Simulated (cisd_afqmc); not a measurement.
Input (AFQMC/CISD/aug-cc-pVTZ; cisd_afqmc is a phaseless AFQMC code with CISD trial states that reads the integrals written by Ansatz):

Ansatz 0.2 input:
```python
import cisd_afqmc

open("ham.yaml", "w").write("""\
crystal:
  periodic: [false, false, false]
  atoms:
    - {symbol: C, position_ang: [0.04971801, 0.58373572, -0.00114401]}
    - {symbol: O, position_ang: [0.07409359, -0.58783396, -0.00094961]}
    - {symbol: H, position_ang: [-0.89105678, 1.20025732, 0.01446098]}
basis:
  gaussian:
    orbitals: aug-cc-pVTZ
magnetization: {spin_polarized: true, initial_magnetization: 1}
correlation: {method: ccsd, electrons: outside_noble_gas, hamiltonian_folder: ham}
""")
rep = cisd_afqmc.ansatz("ham.yaml")
e_ccsd = rep["correlation"]["coupled_cluster"]["energy"]["hartree"]
out = cisd_afqmc.run("ham", e_ccsd, trial="CISD", walkers=1000, populations=1, threads=12, dt=0.005, steps=40, early=24, settle=10, least=100,
    cut=5e-5, rank_cut=2e-4, target=0.0004, seconds=1000, seed=4, memory=62639, gpu=True)
```

Output:

```
orbitals 113, occupied [6, 5], factors 531 of 690, rank of the doubles 436 of 1182
E(HF) = -113.294859
E(CCSD) on the cut factors = -113.674625, shift to the whole factors -0.000006
Energy of the trial state on the determinant = -113.674625
  tau behind 7.2 of longer steps, mean of the populations' last blocks
   2.0  -113.69158
   4.0  -113.69220
   6.0  -113.69266
   8.0  -113.69369
  10.0  -113.69113
  12.0  -113.69197
  14.0  -113.69326
  16.0  -113.69292
  18.0  -113.69342
  20.0  -113.69205
  22.0  -113.69145
blocks 100 (0 outliers left out), error by blocks joined: 1: 0.00022, 2: 0.00025, 4: 0.00028, 8: 0.00031
E(AFQMC/CISD) = -113.69248 +/- 0.00031
```
